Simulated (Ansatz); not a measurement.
CH4S2, SMILES CSS: the interaction energy of a dimer with the counterpoise correction, run with the Python package of Ansatz (0.2.0).

`run_dimer.py`:
```python
"""Interaction energy of two CH4S2 molecules, with the counterpoise correction."""

from dataclasses import dataclass

import ansatz as az


@dataclass
class RunConfig:
    basis: str = "def2-SVP"
    functional: str = "pbe"


cfg = RunConfig()

FIRST = [
    ("C", (-0.7268, 0.5113, -0.2179)),
    ("S", (0.4188, 0.3605, 1.1121)),
    ("S", (1.867, -0.7332, 0.1878)),
    ("H", (-1.0659, -0.4083, -0.5668)),
    ("H", (-0.3265, 1.0876, -1.0875)),
    ("H", (-1.6284, 1.1513, 0.1332)),
    ("H", (1.4615, -1.9693, 0.4389)),
]
SECOND = [
    ("C", (2.433, -1.9776, 4.8388)),
    ("S", (1.565, -0.5657, 5.4364)),
    ("S", (-0.295, -0.9849, 4.7204)),
    ("H", (2.4013, -2.064, 3.8025)),
    ("H", (2.0752, -2.94, 5.2796)),
    ("H", (3.5366, -1.9174, 5.1911)),
    ("H", (-0.2506, -0.4126, 3.5263)),
]

def energy(atoms, ghosts=()):
    molecule = az.Crystal.molecule()
    for symbol, xyz in atoms:
        molecule = molecule.atom(symbol, xyz)
    calc = (
        molecule.calculation()
        .basis(gaussian=cfg.basis)
        .functional(cfg.functional)
        .scf(lower_state_search="standard")
    )
    deck = calc.input()
    if ghosts:
        deck = deck.set(az.key.basis.gaussian.ghost_atoms, [{"symbol": s, "position_ang": list(xyz)} for s, xyz in ghosts])
    return az.Session.from_dict(deck).plan().execute().report["free_energy_ev"]

# monomers in their own basis and in the basis of the dimer
both = energy(FIRST + SECOND)
alone = energy(FIRST) + energy(SECOND)
ghosted = energy(FIRST, SECOND) + energy(SECOND, FIRST)
print(f"dimer {both:.6f} eV")
print(f"interaction, uncorrected   {96.485332 * (both - alone):8.3f} kJ/mol")
print(f"interaction, counterpoise  {96.485332 * (both - ghosted):8.3f} kJ/mol")
print(f"basis-set superposition    {96.485332 * (alone - ghosted):8.3f} kJ/mol")
```

How large is the interaction at this pose, and how much of it is basis-set superposition?

Uncorrected it is -10.425 kJ/mol, with the counterpoise correction -4.816 kJ/mol; the difference, 5.61 kJ/mol, is the superposition error.

What the script printed:

Output of `python run_dimer.py`:
```text
dimer -45508.453604 eV
interaction, uncorrected    -10.425 kJ/mol
interaction, counterpoise    -4.816 kJ/mol
basis-set superposition       5.609 kJ/mol
```

What to keep in mind:
- These settings explore the input space; basis and method may be short of convergence.
- The dimer is a generated trial pose of unrelaxed monomers, not a minimum, so the figure is no binding energy, and the basis set is small.
- This level lacks the dispersion part of the attraction (electrostatics and induction are there), which can decide the sign where the interaction is weak.
- Timing: 16 s on 1 thread of Arm Neoverse V1 (shared host), peak memory 0.22 GiB.

(Lines on the test bed's own set-up are left out of the output.)
